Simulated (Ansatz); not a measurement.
Enthalpy of formation (eV/atom) of solids drawn from the class of oxides, at two levels: PBE (PAW; Ansatz, a quantum-chemistry and plane-wave program), and LDA in Ansatz (PAW).

| solid | PBE | LDA |
|---|---|---|
| cubic perovskite BaZrO3 | -3.282 | -3.657 |
| rutile TiO2 | -3.015 | -3.396 |
| rock-salt BaO | -2.519 | -2.833 |
| rock-salt CdO | -1.009 | -1.249 |
| rock-salt SrO | -2.719 | -3.080 |
| rutile PbO2 | -0.791 | -1.104 |
| A-type hexagonal La2O3 | -3.393 | -3.721 |
| cuprite Ag2O | -0.089 | -0.127 |
| α-quartz (SiO2) | -2.774 | ? |
| corundum Ga2O3 (metastable phase) | -1.792 | -2.185 |

### Question
Estimate the withheld LDA value from the other rows.

### Answer
One way: carry over the typical difference. The differences LDA − PBE of the other rows, in order: -0.393, -0.381, -0.375, -0.361, -0.328, -0.314, -0.313, -0.240, -0.038; median -0.328. α-quartz (SiO2): -2.774 + (-0.328) = -3.102 eV/atom; the run gives -3.121 eV/atom. The differences spread from -0.393 to -0.038, so such an estimate is rough.

Over all 10 rows LDA is the larger in 0.

Spin–orbit coupling is left out, also for the solids with elements from indium on (cubic perovskite BaZrO3, rock-salt BaO, rutile PbO2, A-type hexagonal La2O3); its size isn't shown.

The solid named is at each level's own relaxed cell; a reference phase can be a single point on another level's cell. Ansatz's density-functional and Hartree–Fock values are scalar-relativistic unless marked +SOC, with PAW data made under PBE.
